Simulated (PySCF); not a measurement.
**Building multiplets from coupling constants**

Geometry (Å), atoms numbered from 1 in this order:
```xyz
6

N     0.459    2.086   -0.340
C     0.215    0.973   -0.155
C    -0.114   -0.444    0.118
F    -1.046   -0.863   -0.748
F     0.986   -1.195   -0.023
H    -0.500   -0.555    1.147
```

[PySCF 2.14: PBE0/pcSseg-1 with gauge-including orbitals; PBE0-D3(BJ)/def2-SVP structure; spin–spin couplings from B3LYP/pcJ-1; single conformer; non-relativistic; gas phase; fast rotation and ring inversion assumed for equivalent nuclei]

Referencing at the same level of theory: 1H (31.27 ppm) against TMS; 19F (177.25 ppm) against CFCl3.

Spectrometer: 400 MHz for 1H. First-order analysis; couplings under 1 Hz (under 4 Hz in carbon signals) are ignored, and nearly equal couplings are merged; the smaller ones broaden or split the lines further.

(1) What pattern does H6 show (1H)?

(2) What pattern does F4/F5 show (19F)?

Results:

(1) A triplet at δ 5.92: 58.1 Hz to F4/F5 (2 × 19F, 2 bonds away). Lines in Hz from the centre (relative intensity): +58.1 (1), +0.0 (2), -58.1 (1). The outer lines are 116.2 Hz apart, the sum of the couplings kept, or 0.290 ppm at this field.

(2) A doublet at δ -131.7: 58.1 Hz to H6 (1 × 1H, 2 bonds away). Lines in Hz from the centre (relative intensity): +29.1 (1), -29.1 (1). The outer lines are 58.1 Hz apart, the sum of the couplings kept, or 0.154 ppm at this field.
